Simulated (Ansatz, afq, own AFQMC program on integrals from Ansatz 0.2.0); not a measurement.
Integrals from Ansatz 0.2.0, then the random walk in our own AFQMC program (afq).

```yaml
crystal:
  periodic: [false, false, false]
  atoms:
    - {symbol: Cl, position_ang: [0.000000, 0.000000, -1.356933]}
    - {symbol: H, position_ang: [0.000000, 0.000000, -0.078133]}
    - {symbol: F, position_ang: [0.000000, 0.000000, 1.435067]}
basis:
  gaussian: {orbitals: cc-pVTZ}
magnetization: {spin_polarized: true, initial_magnetization: 1}
correlation: {method: ccsd_t, electrons: outside_noble_gas, hamiltonian_folder: ham}
```

```sh
$ ansatz run in.yaml --threads 1 --pin off --events-out ev --progress --plain --max-ram 24576MiB --backend cuda --devices 0, --max-vram 18GiB
```

Options of the walk:

```
--method phaseless --trial hf --walkers 2500 --populations 20 --least-time 40 --time-step 0.005 --steps-per-block 20 --equilibration-blocks 112 --max-blocks 4000 --target-error 0.00115 --factor-cut 1e-05 --start spin_pure --seed 46 --taylor-order 6
```

Times are imaginary, in 1/Eh. The walk had a cap of 98 s. With eight or more populations the least sampling time is a fifth of least-time, and the error comes from their spread.

```
orbitals 72  electrons 8 7  factors 457 of 466
reference energy -559.49335844 Eh
CCSD correlation -0.44263160 Eh in 11 cycles, weight of the determinant in the CISD state 0.8813
energy of the start -559.493631 Eh
 block  time / (1/Eh)  mean weight  energy / Eh
     1     0.100  1.0034  -559.663714
     2     0.200  1.0040  -559.754436
     3     0.300  1.0037  -559.807484
     4     0.400  1.0036  -559.843684
     5     0.500  1.0026  -559.872432
     8     0.800  1.0012  -559.908790
    11     1.100  0.9994  -559.935017
    26     2.600  0.9999  -559.944805
    41     4.100  1.0001  -559.951213
    56     5.600  0.9998  -559.953854
    71     7.100  0.9994  -559.950955
    86     8.600  1.0006  -559.951556
   101    10.100  1.0001  -559.950064
   111    11.100  0.9990  -559.944169
   116    11.600  1.0002  -559.959476
   126    12.600  1.0003  -559.962663
   131    13.100  1.0009  -559.953210
   146    14.600  1.0000  -559.948474
   161    16.100  1.0012  -559.949065
   176    17.600  1.0006  -559.951445
   191    19.100  1.0005  -559.952887
   201    20.100  0.9991  -559.948209
error from the spread of 20 populations
energy -559.949822 +/- 0.000956 Eh
(rows thinned)
```

(1) Estimate how long the walk took on 1 × NVIDIA H100 80GB HBM3 with 2 threads of AMD EPYC 7R13 Processor (Zen 3) (shared host) (the card was shared).

The run passed its tests (sampling time, drift between the halves within three errors, error under three times the target), which doesn't prove that it has relaxed.

Against this walk (error 26.0 meV) on the same determinant: CCSD(T) 34.0 meV higher (within the noise), CCSDT(Q) 1.9 meV lower (within the noise), a separate phaseless walk with a CISD trial and standard settings 23.6 ± 26.6 meV higher (within the noise). The error is statistical and leaves out the bias of the constraint.

Cautions: constraint bias not in the error; the search met a lower determinant of the same kind, perhaps of another symmetry (50 meV lower), and this one is a saddle point.

Answers

(1) 25 s of wall time.

CCSDT and higher add their correlation energy to the determinant of the CCSD(T) run, since their own runs factorise the integrals more tightly (a shift of under 2 meV). A walk keeps the symmetry of its determinant, which the program's search chose and which needn't be the lowest solution, so a lower state of the same spin and another symmetry isn't excluded.
